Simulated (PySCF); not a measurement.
Atom-mapped SMILES (the numbers label the heavy atoms): `[F:1][P@TB1:2]([F:3])([F:4])([F:5])[F:6]`.

Geometry: PBE0-D3(BJ)/def2-SVP; GIAO shifts from PySCF, gas phase, non-relativistic, averaged over equivalent atoms.

At PBE0/6-31G* (88 basis functions, 4.5 s wall time on 1 thread of an Arm Neoverse V1, shared host):
```
   atoms  δ (ppm)
      F6    -41.4
      F1    -41.5
F3/F4/F5    -48.6
      P2    -42.5
```

Referencing at the same level of theory: CFCl3 for $^{19}$F (σ = 198.90 ppm); $^{31}$P (σ = 376.23 ppm) against H3PO4.

Estimate the result of repeating the calculation with PBE0/6-311+G(2d,p).

Answers


| atoms | δ at PBE0/6-311+G(2d,p) | change |
| --- | --- | --- |
| F6 | -49.3 | -7.9 |
| F1 | -49.3 | -7.8 |
| F3/F4/F5 | -57.9 | -9.3 |
| P2 | -63.4 | -20.9 |

δ = σ(ref) − σ, references computed at the same level: $^{19}$F (σ = 174.75 ppm) vs CFCl3; $^{31}$P (σ = 297.00 ppm) against H3PO4.

The largest change is at P2 (phosphorus bonded to 5 F). Cost: 170 basis functions, 10 s wall time on 1 thread of an Arm Neoverse V1, shared host.

Unscaled 19F shifts against computed CFCl3 carry errors that often reach 10 to 50 ppm. Experimental scales use liquid or dissolved standards, which lie at an offset from isolated H3PO4.
